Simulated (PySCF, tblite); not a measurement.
Isomers of C3H7FN (doublet state), one GFN2-xTB conformer each. Single-point energies are computed at B3LYP/pcH-1 (PySCF, gas phase, no added dispersion term), electronic only. GFN2-xTB treats the open shell by occupation alone, and not every SCF solution was tested for stability.

Problem. Rank them by B3LYP/pcH-1 energy, lowest first (kJ/mol).
A. `[NH2:1][CH:2][CH2:3][CH2:4][F:5]` (doublet state) with H–N1–C2–C3 41° and 171°, N1–C2–C3–C4 80°, C2–C3–C4–F5 69°
B. `[NH2:1][CH2:2][CH:3][CH2:4][F:5]` (doublet state) with H–N1–C2–C3 66° and -53°, N1–C2–C3–C4 118°, C2–C3–C4–F5 46°
C. `[NH:1][CH2:2][CH2:3][CH2:4][F:5]` (doublet state) with H–N1–C2–C3 17°, N1–C2–C3–C4 69°, C2–C3–C4–F5 -178°

Solution. A (0.0), B (39.5), C (47.7).

Neighbours under 21 kJ/mol apart (NC[CH]CF and [NH]CCCF) can change places with a better method, another conformer or zero-point energy. GFN2-xTB itself gives, in the same order: 0.0, 41.2, 39.6. Both levels put the same isomer lowest; measured from each level's own lowest isomer, the values differ by up to 8.1 kJ/mol ([NH]CCCF: 39.6 against 47.7).

Problem. What happens when harmonic zero-point energies from GFN2-xTB frequencies are added?

Solution. 
| SMILES | ZPE (kJ/mol) | electronic (kJ/mol) | with ZPE (kJ/mol) |
| --- | --- | --- | --- |
| N[CH]CCF | 255.5 | 0.0 | 0.0 |
| NC[CH]CF | 252.4 | 39.5 | 36.4 |
| [NH]CCCF | 252.8 | 47.7 | 45.1 |

The zero-point energies span 3.1 kJ/mol. The order is unchanged.
